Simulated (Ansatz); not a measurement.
What each rung costs, and what it gives

The pair of SiNH5 (SMILES [SiH3]N, atoms 1–7) and PH3 (SMILES P, atoms 8–11), both closed shells, in one local arrangement (a lower one may exist), relaxed at PBE0-D4/def2-TZVP:

Si1  (0.088, -0.464, -1.488)
N2  (0.161, 1.207, -1.080)
H3  (1.317, -1.111, -0.961)
H4  (-1.119, -1.040, -0.840)
H5  (0.004, -0.775, -2.946)
H6  (-0.650, 1.788, -1.227)
H7  (1.004, 1.724, -1.270)
P8  (-0.773, -0.366, 2.532)
H9  (0.016, -1.465, 2.101)
H10  (0.129, -0.027, 3.575)
H11  (-0.178, 0.529, 1.604)
(Å)

Interaction energies are counterpoise-corrected; the time is that of the whole pair.

Program: Ansatz 0.2.0. Basis: as named in each row. Cores are frozen in the correlated methods. B3LYP uses VWN-RPA correlation. Extrapolation: Hartree–Fock as exp(−7.88 √X), correlation as X^−2.97.

Times are rough, for one single point on 4 threads of a shared host (Arm Neoverse N1).

The estimate by CCSD(T) at an estimated basis limit (MP2 extrapolated from triple and quadruple zeta, plus CCSD(T) − MP2 in triple zeta) is -1.28 kcal/mol.

| method | basis | time (s) | interaction energy (kcal/mol) | method less estimate |
| --- | --- | --- | --- | --- |
| HF | STO-3G | under 1 | 1.07 | 2.35 |
| PBE-D4 | STO-3G | under 1 | -1.16 | 0.12 |
| SPW92 | def2-SVP | under 1 | -2.54 | -1.25 |
| B3LYP-D4 | 6-31G | under 1 | -1.74 | -0.46 |
| PBE-D4 | def2-SVP | 1 | -1.85 | -0.56 |
| PBE0-D4 | def2-SVP | 1 | -1.71 | -0.43 |
| CCSD(T) | def2-SVP | 3 | 0.01 | 1.29 |
| PBE-D4 | def2-TZVPPD | 3 | -1.80 | -0.52 |
| revPBE-D4 | def2-TZVPPD | 4 | -1.58 | -0.30 |
| BLYP-D4 | def2-TZVPPD | 4 | -1.42 | -0.14 |
| wB97M-V | def2-SVP | 4 | -1.16 | 0.12 |
| HSE06-D4 | def2-TZVPPD | 5 | -1.63 | -0.35 |
| PBE0-D4 | def2-TZVPPD | 5 | -1.64 | -0.36 |
| B3LYP-D4 | def2-TZVPPD | 5 | -1.50 | -0.22 |
| r2SCAN-D4 | def2-TZVPPD | 7 | -1.27 | 0.01 |
| B2PLYP | def2-TZVPPD | 9 | -0.12 | 1.16 |
| wB97X-V | def2-TZVPPD | 13 | -1.27 | 0.02 |
| wB97M-V | def2-TZVPPD | 14 | -1.22 | 0.06 |
| B97M-V | def2-TZVPPD | 15 | -1.23 | 0.05 |
| MP2 | def2-QZVPPD | 30 | -1.20 | 0.08 |
| CCSD(T) | def2-TZVPPD | 160 | -1.01 | 0.27 |

No T1 diagnostic of these runs exceeds 0.014.
